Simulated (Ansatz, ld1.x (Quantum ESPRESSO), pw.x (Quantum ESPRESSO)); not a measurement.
Equation-of-state test of one PAW potential (sulfur)

- Element: sulfur
- Generator: ld1.x (Quantum ESPRESSO) 7.5
- Type: PAW
- Functional: LDA (PW92)
- Relativity: scalar-relativistic
- Frozen core: [Ne]
- Valence charge: 6
- Reference configuration: 3s1.5 3p4.5
- Partial waves: 3s (bound): rcut 0.95, rcutus 1.30 bohr; 3s channel at 0.5 Ry: rcut 0.95, rcutus 1.30 bohr; 3p (bound): rcut 0.85, rcutus 1.15 bohr; 3p channel at 0.05 Ry: rcut 0.85, rcutus 1.15 bohr; 3d channel at 0.1 Ry: rcut 0.90, rcutus 1.05 bohr; 3d channel at 1.6 Ry: rcut 0.90, rcutus 1.05 bohr
- Local potential: all-electron potential smoothed inside 1.20 bohr (lloc = -1)
- Core correction: Bessel-smoothed model core, default radius (core density twice the valence density)
- Augmentation charge: BESSEL, radius 0.65 bohr

Atomic tests: cutoffs needed: 45 Ry and 50 Ry (the cutoffs (Ry, on a coarse ladder) from which the occupation-weighted sum of valence levels, in a spherical-Bessel basis at the reference potential, stays within 10 and 1 mRy of its value at 400 Ry); ghost test: ghost state, extra bound levels that the all-electron valence spectrum of the same l lacks: p at -58.6 eV; a true bound ghost makes a file unfit for plane-wave use (spherical-Bessel basis up to 400 Ry, 20 bohr box); configuration tests: test run stopped at test 3 of 9 (negative rho).

Crystal test: bcc S in pw.x 7.5, no spin, 15³ k-points, Fermi–Dirac smearing 0.01 Ry, cutoffs 60/640 Ry. The lattice is a test structure that the element need not adopt, and mesh and smearing are coarse.

pw.x input:

```
&control
  calculation='scf', prefix='x', pseudo_dir='./', outdir='./tmp', tstress=.true., disk_io='none'
/
&system
  ibrav=0, nat=1, ntyp=1, ecutwfc=60, ecutrho=640, nbnd=10,
  occupations='smearing', smearing='fd', degauss=0.01
/
&electrons
  conv_thr=1e-09, mixing_beta=0.4, electron_maxstep=70
/
ATOMIC_SPECIES
S 1.0 S.UPF
CELL_PARAMETERS angstrom
  -1.53876721 1.53876721 1.53876721
  1.53876721 -1.53876721 1.53876721
  1.53876721 1.53876721 -1.53876721
ATOMIC_POSITIONS crystal
S 0.0000 0.0000 0.0000
K_POINTS automatic
15 15 15 0 0 0
```

```bash
pw.x < S.scf.in > S.scf.out
```

Task: How does the run end?

Result: It converges; the pressure is -682.66 GPa against 1.02 GPa from all-electron LAPW. The pseudo pressure rises with volume over the whole range, a mechanical instability. Note: ghost state, extra bound levels that the all-electron valence spectrum of the same l lacks: p at -58.6 eV. A true bound ghost makes a file unfit for plane-wave use. Atomic configuration tests: test run stopped at test 3 of 9 (negative rho). A pressure error of this size marks a broken potential; the numbers have no physical meaning. The log shows:

```
     unit-cell volume          =      98.3502 (a.u.)^3
     number of electrons       =         6.00
     number of Kohn-Sham states=           10
     kinetic-energy cutoff     =      60.0000  Ry
     charge density cutoff     =     640.0000  Ry
     scf convergence threshold =      1.0E-09
     Exchange-correlation= SLA  PW   NOGX NOGC
     number of k points=   120  Fermi-Dirac smearing, width (Ry)=  0.0100
     iteration #  1     ecut=    60.00 Ry     beta= 0.40
     total energy              =     -64.47784231 Ry
     estimated scf accuracy    <      41.05808616 Ry
     iteration #  2     ecut=    60.00 Ry     beta= 0.40
     total energy              =     -67.75886048 Ry
     estimated scf accuracy    <       6.41711656 Ry
     iteration #  3     ecut=    60.00 Ry     beta= 0.40
     total energy              =     -68.74321088 Ry
     estimated scf accuracy    <       8.07740880 Ry
     iteration #  4     ecut=    60.00 Ry     beta= 0.40
     total energy              =     -69.76216382 Ry
     estimated scf accuracy    <       0.04600899 Ry
     [... 11 iterations left out ...]
     iteration # 16     ecut=    60.00 Ry     beta= 0.40
     total energy              =     -69.32766447 Ry
     estimated scf accuracy    <       0.00000044 Ry
     iteration # 17     ecut=    60.00 Ry     beta= 0.40
     total energy              =     -69.32766451 Ry
     estimated scf accuracy    <          5.3E-09 Ry
     iteration # 18     ecut=    60.00 Ry     beta= 0.40
     total energy              =     -69.32766451 Ry
     estimated scf accuracy    <          2.7E-09 Ry
     iteration # 19     ecut=    60.00 Ry     beta= 0.40
     the Fermi energy is     7.1329 ev
!    total energy              =     -69.32766451 Ry
     estimated scf accuracy    <          3.0E-10 Ry
     smearing contrib. (-TS)   =      -0.01297894 Ry
     convergence has been achieved in  19 iterations
          total   stress  (Ry/bohr**3)                   (kbar)     P=    -6826.62
     Message from routine punch:
     Nothing written, as per user request (disk_io='none')
```
